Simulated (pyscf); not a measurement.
H₃C–I + H atom (H•) → •H₂C–I + hydrogen (H₂) (hydrogen abstraction; doublet surface; C–H broken, H–H formed). Structures and frequencies: ωB97X-D3(BJ)/def2-SVP in PySCF. Energies in kcal/mol from the separated reactants.

```tsv
level	barrier	reaction energy
ωB97X-D3(BJ)/def2-TZVP	12.4	0.0
PBE/def2-TZVP	?	?
PBE0-D3(BJ)/def2-TZVP	9.6	+0.5
M06-2X/def2-TZVP	?	+0.5
ωB97M-D3(BJ)/def2-TZVP	12.4	+0.1
HF/def2-TZVP	23.9	+0.7
```

Question: Fill in the missing entries.

Answer: 
- PBE/def2-TZVP, barrier: 6.7
- PBE/def2-TZVP, reaction energy: -0.7
- M06-2X/def2-TZVP, barrier: 14.0

The functionals in the table span 7.3 kcal/mol in this barrier, from PBE to M06-2X. This is the saddle that the search found; another between the same sides may lie lower. The angle at the transferred H is 177°. Elements past Kr carry the def2 core potentials, without spin-orbit coupling.
